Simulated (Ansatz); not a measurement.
The first iterations of a band of C₂HO (4 atoms, charge -1, multiplicity 1).

Theory: UKS PBE-D4/6-31G (Ansatz).

```json
{
  "movable images": "5",
  "climbing image": "yes",
  "spring": "5.0 eV/Å²",
  "optimiser": "quadratic models (default)",
  "start path": "through a guess of the saddle point",
  "force threshold": "0.05 eV/Å",
  "iteration limit": "60",
  "end points": "relaxed"
}
```

First end point:

```xyz
4
Properties=species:S:1:pos:R:3
C 0.368 -0.551 0.327
C -0.416 0.269 -0.245
O -1.311 0.966 -0.814
H 1.359 -0.684 0.732
```

Last end point:

```xyz
4
Properties=species:S:1:pos:R:3
C -0.785 -1.555 0.264
C -0.359 -0.378 0.003
O 0.102 0.933 -0.292
H 1.042 1.000 0.024
```

| iteration | highest image above the first end (eV) | largest band force component (eV/Å) |
| --- | --- | --- |
| 1 | 42.534 | 229.846 |
| 2 | 37.190 | 200.088 |
| 3 | 9.840 | 54.062 |
| 4 | 6.179 | 32.641 |
| 5 | 5.296 | 15.802 |
| 6 | 4.621 | 6.018 |
| 7 | 4.392 | 3.070 |
| 8 | 4.188 | 6.220 |
| 9 | 4.014 | 2.815 |
| 10 | 3.933 | 1.951 |

Does the band converge within its limit, and where does its top end?

It converged. It ended after 32 iterations with the highest image 3.959 eV above the first end. Neighbouring images differ by up to 1.3 eV, so the band resolves the path poorly. A vibrational analysis at the climbing image gives one clearly imaginary mode, 1284i cm⁻¹: a first-order saddle point. The orbitals stay closed-shell, which can raise the energy where a bond breaks towards radicals; this wasn't checked here. Limits of this set-up: no polarisation functions, an anion without diffuse functions, the dipole of an ion depends on the origin.

Run time: 8.1 min on 1 CPU thread of a shared host.
